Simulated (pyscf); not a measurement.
Structures and frequencies: ωB97X-D3(BJ)/def2-SVP in PySCF.

Q: Estimate by transition-state theory the rate constant of [H₂C–Hf(Cl)(Cl)–Cl]• + H₂ -> H₃C–Hf(Cl)(Cl)–Cl + H• (doublet surface; H–H broken, C–H formed) at 600 K, with ωB97M-D3(BJ)/def2-TZVP energies (ideal gas, 1 atm, RRHO with modes under 100 cm⁻¹ raised to 100, one conformer, R ln 2 for rigid chiral ones; no tunnelling).

A: The electronic barrier is 13.2 kcal/mol and the thermal terms add +16.2, so ΔG‡ = 29.4 kcal/mol. With k_BT/h = 1.25e+13 s⁻¹ and RT = 1.192 kcal/mol, and a volume of 8.18e-20 cm³ per molecule at 1 atm, k = 2.0e-17 cm³ molecule⁻¹ s⁻¹. Wigner's tunnelling factor for 1511i cm⁻¹ would be 1.55, likely too low at so high a frequency. A shift of 1 kcal/mol in the barrier changes k by a factor 2.3. One saddle was located; it need not be the lowest between these sides. The angle at the transferred H is 170°. Open-shell species with a d-block atom are single-reference here; other states, and whether the spin sits on metal or ligand, were not checked. Elements past Kr carry the def2 core potentials, without spin-orbit coupling.
